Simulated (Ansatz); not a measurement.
O, singlet; R2SCAN/def2-TZVP run with Ansatz (an electronic-structure program).

Here is a job for Ansatz.
Ansatz 0.2 input:
```yaml
crystal:
  periodic: [false, false, false]
  atoms:
    - {symbol: O, position_ang: [0.00000000, 0.00000000, 0.00000000]}
basis:
  gaussian:
    orbitals: def2-TZVP
hamiltonian:
  xc: r2scan
```

The log (banner, timings and long lists left out):

```
Functional definition: r2SCAN
151 factors; their error is unknown
mean field evaluation 1: about -2039.1212 eV, gradient 1.0e1 eV
mean field evaluation 2: about -2039.0555 eV, gradient 1.4e1 eV
mean field evaluation 4: about -2039.2534 eV, gradient 6.0e0 eV
mean field evaluation 8: about -2039.2605 eV, gradient 5.5e0 eV
mean field evaluation 16: about -2039.1212 eV, gradient 1.0e1 eV
mean field evaluation 32: about -2039.2796 eV, gradient 2.9e-1 eV
mean field -2039.27969582 eV, -74.9421465478 hartree, gradient 2.3e-5 eV, S^2 0.000000; 2 other end points of the search recorded, 0 dependent functions left out
reference -2039.27969873 eV, -74.9421466550 hartree; 4, 4 occupied and 27, 27 virtual orbitals, 151 factors
Total energy: -2039.27969873 eV, -74.9421466550 hartree
```
